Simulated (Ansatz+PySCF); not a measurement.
The numbers below are computed, except where a source is named.
## Several solutions for singlet CH(+)

```yaml
atoms:
  - { symbol: C, position_ang: [0.0000, 0.0000, -0.2130] }
  - { symbol: H, position_ang: [0.0000, 0.0000, 1.2783] }
```

Basis set: 6-31G (spherical functions). Charge 1, multiplicity 1.

PBE0 (unrestricted) was run from several starts with Ansatz (development build ahead of 0.2.0) and PySCF 2.14.0.

```json
{"run": "A", "program": "Ansatz", "start": "search for the lowest state", "converged": "yes", "energy (hartree)": "-37.98379", "<S²>": "0.35"}
{"run": "B", "program": "Ansatz", "start": "stability test followed", "converged": "yes", "energy (hartree)": "-37.98379", "<S²>": "0.35"}
{"run": "C", "program": "PySCF", "start": "program defaults", "converged": "yes", "energy (hartree)": "-37.98082", "<S²>": "0.00"}
{"run": "D", "program": "Ansatz", "start": "atomic start, no search", "converged": "yes", "energy (hartree)": "-37.98082", "<S²>": "0.00"}
```

**Question.** Which runs reached the lowest solution of this kind, and what is wrong with the others?

**Answer.** A, B reached the lowest solution found. Converged but too high: C by 0.08 eV, D by 0.08 eV. Convergence only shows a stationary point, and even a stable one can lie too high; stability tests and further starts are what find lower ones. Caution: the unrestricted determinant is spin contaminated.
